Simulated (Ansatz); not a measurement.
**C₄H₃ClO: up Jacob's ladder to CCSD(T)**

Aim: compute C₄H₃ClO with functionals from several rungs and with coupled cluster. The yardstick is the atomisation energy at the CCSD(T) limit.

Program: Ansatz 0.2.0, Gaussian basis. Level of theory: functionals in def2-TZVPP, the program's frozen cores in correlated methods. These are calculated values, not measurements.

Plan: LDA (SPW92), PBE-D4, revPBE-D4, BLYP-D4, r2SCAN-D4, B97M-V, PBE0-D4, B3LYP-D4, r2SCANh-D4, r2SCAN0-D4, HSE06-D4, BHLYP-D4, CAM-B3LYP-D4, LC-ωPBE, ωB97X-V, ωB97M-V, B2PLYP, PBE-QIDH; CCSD(T)/def2-SVP; CCSD(T)/def2-TZVPP; MP2/def2-QZVPP; extrapolation to the limit; RPA on PBE.

**1. The relaxed structure**

The geometry comes from an earlier relaxation with PBE0-D4 in a triple-zeta def2 set; it is a stationary point, not always the lowest conformer.

9 atoms, charge 0, spin multiplicity 1.

Atoms are counted from 1 here; the program's logs count them from 0.

Bond lengths: Cl1–C2 1.691 Å, C2–C3 1.353 Å, C2–O6 1.344 Å, C3–C4 1.427 Å, C3–H7 1.077 Å, C4–C5 1.352 Å, C4–H8 1.078 Å, C5–O6 1.358 Å, C5–H9 1.077 Å. Angles: Cl1–C2–C3 131.8°, Cl1–C2–O6 116.6°, C3–C2–O6 111.6°, C2–C3–C4 105.2°, C2–C3–H7 126.4°, C4–C3–H7 128.4°, C3–C4–C5 106.4°, C3–C4–H8 127.2°, C5–C4–H8 126.4°, C4–C5–O6 110.4°, C4–C5–H9 133.9°, O6–C5–H9 115.7°, C2–O6–C5 106.4°.

**2. LDA**

This LDA is Slater exchange with PW92 correlation.

Contents of in.yaml:

```yaml
crystal:
  periodic: [false, false, false]
  atoms:
    - {symbol: Cl, position_ang: [0.886334, 1.044184, -2.489290]}
    - {symbol: C, position_ang: [0.353157, 0.434676, -1.005242]}
    - {symbol: C, position_ang: [0.647097, -0.707192, -0.340649]}
    - {symbol: C, position_ang: [-0.121898, -0.649330, 0.860048]}
    - {symbol: C, position_ang: [-0.809284, 0.513869, 0.817978]}
    - {symbol: O, position_ang: [-0.525652, 1.190300, -0.324501]}
    - {symbol: H, position_ang: [1.321001, -1.481161, -0.667152]}
    - {symbol: H, position_ang: [-0.153872, -1.383456, 1.649004]}
    - {symbol: H, position_ang: [-1.508382, 0.991911, 1.482703]}
basis:
  gaussian: {orbitals: def2-TZVPP}
hamiltonian: {xc: lda}
output: {orbitals: {seedname: orbitals}}
```

The run is started by

```console
$ ansatz run in.yaml --threads 4 --pin off --events-out ev --progress --plain --max-ram 10444MiB
```

Further steps of the session: PBE-D4 (GGA); revPBE-D4 (GGA); BLYP-D4 (GGA); r2SCAN-D4 (meta-GGA); B97M-V (meta-GGA); PBE0-D4 (hybrid); B3LYP-D4 (hybrid); r2SCANh-D4 (hybrid); r2SCAN0-D4 (hybrid); HSE06-D4 (hybrid); BHLYP-D4 (hybrid); CAM-B3LYP-D4 (range-separated); LC-ωPBE (range-separated); ωB97X-V (range-separated); ωB97M-V (range-separated); B2PLYP (double hybrid); PBE-QIDH (double hybrid); CCSD(T) in def2-SVP; CCSD(T) in def2-TZVPP; MP2 in def2-QZVPP; RPA on PBE orbitals.

Before running them: what should the planned runs give, taken together? Wanted: atomisation energy, CCSD(T)/CBS; farthest beyond LDA; mean size of error, GGA; mean size of error, meta-GGA; mean size of error, hybrid; mean size of error, range-separated; mean size of error, double hybrid; gap, smallest and largest; T1 diagnostic.

The runs gave:

| quantity | value |
| --- | --- |
| atomisation energy, CCSD(T)/CBS | 967.9 kcal/mol |
| functionals within 4.8 kcal/mol (0.5 %) | B3LYP-D4, r2SCANh-D4 |
| farthest beyond LDA | PBE-D4 (+51.4 kcal/mol) |
| mean size of error, GGA | 26.2 kcal/mol |
| mean size of error, meta-GGA | 10.9 kcal/mol |
| mean size of error, hybrid | 16.9 kcal/mol |
| mean size of error, range-separated | 6.9 kcal/mol |
| mean size of error, double hybrid | 7.0 kcal/mol |
| gap, smallest and largest | 4.58 eV (BLYP-D4), 11.46 eV (LC-ωPBE) |
| T1 diagnostic | 0.0124 |
| triples share of the correlation energy | 4.8 % |

LDA overbinds by 186.9 kcal/mol (19 %). PBE-D4 is off by +51.4 kcal/mol. Double hybrids carry the basis error of their MP2 part in triple zeta, and no dispersion term here, so their miss is partly the set-up's. Taken by rung, range-separated functionals do best (6.9 kcal/mol on average) and GGA ones worst beyond LDA (26.2 kcal/mol). The gap between the best rungs is small, so their order is not settled. Misses under about 4.8 kcal/mol are within the doubt on the reference itself, which lacks core-valence correlation, relativity and higher excitations. Hartree-Fock recovers 70 % of the binding; the rest is correlation. CCSD(T) in def2-SVP is off by -42.3 kcal/mol, which most functionals beat. Orbital gaps span 4.6 to 11.5 eV; exact exchange widens them. The restricted reference is unstable towards a spin-broken one.
